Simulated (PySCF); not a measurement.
Dipole moment and polarisability of Si(CN)H3

Species: Si(CN)H3, CH3NSi.
Geometry (PBE0-D3(BJ)/def2-SVP, Å), atoms numbered from 1 in this order:
```
atom  x, y, z in Å
Si1   -0.0055    0.0053   -0.5867
C2     0.0095   -0.0107    1.2713
N3     0.0230   -0.0217    2.4306
H4     1.4077    0.0165   -1.0492
H5    -0.7237    1.2323   -1.0225
H6    -0.7110   -1.2215   -1.0435
```

Level: wB97X-D/def2-SVPD (PySCF), static field, nuclei fixed, core orbitals frozen in the response. The polarisability tensor in these axes (au):

```
x   37.16  0.00  0.18
y    0.00 37.15 -0.16
z    0.18 -0.16 54.75
```

Problem. Give the principal values, the mean and the anisotropy Δα = √{½[(α1 − α2)² + (α2 − α3)² + (α1 − α3)²]}.

Solution. Principal values 37.15, 37.15 and 54.76 au; mean 43.02 au = 6.38 Å³ = 7.09 × 10⁻⁴⁰ C²·m²/J; Δα = 17.60 au (41 % of the mean).

Problem. What is the dipole moment, and where does it point?

Solution. (-0.04, 0.03, -3.58) D, 3.58 D in size, pointing from the negative to the positive side. Measured along this direction, the outermost atoms are N3 at the negative end and H5, H6 and H4 at the positive end.

Problem. Estimate the molar refractivity from the static electronic polarisability.

Solution. Lorentz–Lorenz: R = (4π/3)N_A α = 2.5225 cm³/(mol·Å³) × 6.38 Å³ = 16.1 cm³/mol, in the limit of long wavelengths.

Problem. Refractivity n − 1 of an ideal gas of it at 400 K and 1 atm, from the electronic α?

Solution. N = p/kT = 1.8347 × 10¹⁹ cm⁻³, so n − 1 = 2π × N × 6.38 × 10⁻²⁴ cm³ = 735 × 10⁻⁶ at long wavelengths, for an ideal gas.

Problem. Find the Langevin capture rate constant for NH4+ (18.034 u) meeting this molecule (57.003 u), k = 2.342 × 10⁻⁹ cm³/s × √(α in Å³ / reduced mass in u).

Solution. The reduced mass is 13.70 u, so k = 1.60 × 10⁻⁹ cm³/s. The formula leaves out the permanent dipole, which adds to the capture rate.

Problem. Form Σ f/ω² (atomic units) for the 10 lowest TDDFT singlets, given as eV and f, and set it beside the mean polarisability, which is this sum over all singlets: 7.01, 0.0000; 7.36, 0.0029; 7.36, 0.0029; 8.28, 0.0057; 8.28, 0.0057; 9.00, 0.0005; 9.00, 0.0006; 9.04, 0.0000; 9.38, 0.0324; 9.38, 0.0297.

Solution. They add up to 0.73 au, 1.7 % of the 43.02 au; the largest single term is 0.27 au, from the state at 9.38 eV. Terms in order: 0.00, 0.04, 0.04, 0.06, 0.06, 0.00, 0.01, 0.00, 0.27, 0.25 au. Higher excitations give the rest. The strengths listed sum to 0.080.

Problem. Orientational against electronic polarisability at 250 K (dilute gas, rigid molecules)?

Solution. In Gaussian units μ²/3kT = 123.56 Å³ against 6.38 Å³, a ratio of 19.38; the Debye molar polarisation (4π/3)N_A(α + μ²/3kT) is 327.8 cm³/mol, leaving out the vibrational part.

Geometry: PBE0-D3(BJ)/def2-SVP; no solvent, vibrations or thermal averaging.
